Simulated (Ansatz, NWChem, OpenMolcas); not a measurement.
# How methods differ on NaLi (lithium sodium)

NaLi has 2 atoms, charge 0, and is taken as a singlet. SMILES: `[Li][Na]`. The bond length is the measured one.

```xyz
2

Li    0.0000    0.0000    0.0000
Na    0.0000    0.0000    2.8100
```

Each level gives the vertical ionisation energy (to the doublet cation) (eV). The values are calculated.

```tsv
level	kind	program	value (eV)	less CCSD(T)/cc-pVTZ	CPU time (all runs)
PBE/cc-pVTZ	GGA	OpenMolcas	5.24	+0.15	14 s
TPSS/cc-pVTZ	meta-GGA	OpenMolcas	5.18	+0.09	21 s
M06-2X/cc-pVTZ	hybrid meta-GGA	OpenMolcas	5.40	+0.31	23 s
wB97M-V/cc-pVTZ	range-separated hybrid	Ansatz	5.30	+0.21	75 s
B2PLYP/cc-pVTZ	double hybrid	NWChem	5.13	+0.04	27 s
RPA@PBE0/cc-pVTZ	RPA	Ansatz	5.25	+0.16	10 s
MP3/cc-pVTZ	perturbation theory	NWChem	4.98	-0.11	44 s
CCSD(T)/cc-pVTZ	coupled cluster or CI	Ansatz	5.09	0.00	5.6 s
FCI/STO-3G	exact in the basis	Ansatz	3.11	-1.98	11 s
```

CCSD(T)/cc-pVTZ is the highest level here, not the true value. The values span 3.11 to 5.40 eV. Minimal STO sets describe s-block atoms so badly that they can place the ion below the atom. High-level rows in very small sets aren't better than simpler rows in larger ones. CPU times are rough (shared hosts, several kinds of processor): they show what a rung costs within a factor of a few.
